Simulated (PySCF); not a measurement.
**C4H7N (SMILES C=CC(=C)N) at BP86/def2-TZVP**

What is the vertical ionisation energy of C4H7N at BP86/def2-TZVP? The job is set up through a Python script.

The results are computed with PySCF 2.14.0.

**1. Starting point**

C4H7N: 12 atoms, total charge 0, spin state singlet. SMILES: `C=CC(=C)N`. The shape is that of a PBE0-D4/def2-TZVP optimisation. This is one conformer, not always the lowest.

Bond lengths: C1–C2 1.331 Å, C2–C3 1.461 Å, C3–C4 1.342 Å, C3–N5 1.387 Å, C1–H6 1.083 Å, C1–H7 1.084 Å, C2–H8 1.085 Å, C4–H9 1.081 Å, C4–H10 1.084 Å, N5–H11 1.008 Å, N5–H12 1.007 Å. Some angles: C1–C2–C3 125.7°, C2–C3–C4 119.9°, C2–C3–N5 116.6°, C4–C3–N5 123.5°, C1–C2–H8 119.5°, C3–C2–H8 114.7°, C2–C1–H6 121.0°, C2–C1–H7 122.3°, C3–C4–H9 120.3°, C3–C4–H10 122.0°.

**2. A single-point energy at BP86/def2-TZVP**

job.py

```python
# C=CC(=C)N
from pyscf import gto, dft

molecule = gto.M(
    atom='''
C     -3.390169     0.798976     1.100576
C     -0.924454     0.599232     1.552410
C      0.974343    -0.307647    -0.235271
C      3.347461    -0.735481     0.550477
N      0.149288    -0.794252    -2.675474
H     -4.669135     1.504033     2.534123
H     -4.227695     0.220342    -0.677845
H     -0.186138     1.140639     3.387523
H      3.844648    -0.476778     2.514470
H      4.806140    -1.405578    -0.721119
H     -1.127600     0.455046    -3.337634
H      1.548820    -1.103222    -3.928552
''',
    spin=0,
    verbose=3,
    max_memory=1860,
    unit='bohr',
    basis='def2-tzvp',
)

mf = dft.RKS(molecule, xc='bp86')
mf.conv_tol = 1e-10
mf.grids.level = 1
mf.kernel()
if not mf.converged:
    mf = mf.newton().run(mf.mo_coeff, mf.mo_occ)

e_tot = mf.e_tot
print('Final energy', e_tot)
```

Launch:

```
$ OMP_NUM_THREADS=1 python job.py
```

The program printed:

```text
converged SCF energy = -211.428527015617
Final energy -211.42852701561716
```

Wall time 34 s (1 thread of Arm Neoverse V1, shared host); peak memory 1.7 GiB.

**3. The doublet cation, same level**

calc.py

```python
from pyscf import gto, dft

mol = gto.M(
    atom='''
C   -1.794000   0.422800   0.582400
C   -0.489200   0.317100   0.821500
C    0.515600  -0.162800  -0.124500
C    1.771400  -0.389200   0.291300
N    0.079000  -0.420300  -1.415800
H   -2.470800   0.795900   1.341000
H   -2.237200   0.116600  -0.358700
H   -0.098500   0.603600   1.792600
H    2.034500  -0.252300   1.330600
H    2.543300  -0.743800  -0.381600
H   -0.596700   0.240800  -1.766200
H    0.819600  -0.583800  -2.078900
''',
    basis='def2-tzvp',
    verbose=3,
    spin=1,
    charge=1,
    max_memory=1860,
)

ks = dft.UKS(mol)
ks.xc = 'bp86'
ks.conv_tol = 1e-10
ks.grids.level = 1
ks.kernel()
if not ks.converged:
    ks = ks.newton().run(ks.mo_coeff, ks.mo_occ)

e_tot = ks.e_tot
print('E = %.10f Eh' % e_tot)
```

Launch:

```
$ OMP_NUM_THREADS=1 python calc.py
```

The program printed:

```text
WARN: HOMO -0.269371948764977 >= LUMO -0.269371948764974

converged SCF energy = -211.131132963957  <S^2> = 0.7557034  2S+1 = 2.0056953
E = -211.1311329640 Eh
```

Wall time 52 s (1 thread of Arm Neoverse V1, shared host); peak memory 1.7 GiB.

**4. What came out**

At BP86/def2-TZVP:

```
                                          quantity          value
                       singlet C4H7N: total energy  -211.42853 Eh
                      singlet C4H7N: dipole moment         1.28 D
                        singlet C4H7N: HOMO energy       -5.11 eV
                        singlet C4H7N: LUMO energy       -1.65 eV
                      singlet C4H7N: HOMO–LUMO gap        3.46 eV
                      doublet cation: total energy  -211.13113 Eh
doublet cation: HOMO energy (highest over α and β)      -12.14 eV
 doublet cation: LUMO energy (lowest over α and β)      -11.04 eV
                              doublet cation: ⟨S²⟩          0.756
vertical ionisation energy (to the doublet cation)       8.093 eV
```

In words: Removing an electron at fixed nuclei costs 8.09 eV (781 kJ/mol). The negative HOMO energy of the first species, 5.11 eV, lies 2.98 eV below that difference. Mulliken charges (doublet cation) run from -0.29 on N5 to +0.28 on H11; they depend strongly on the basis.
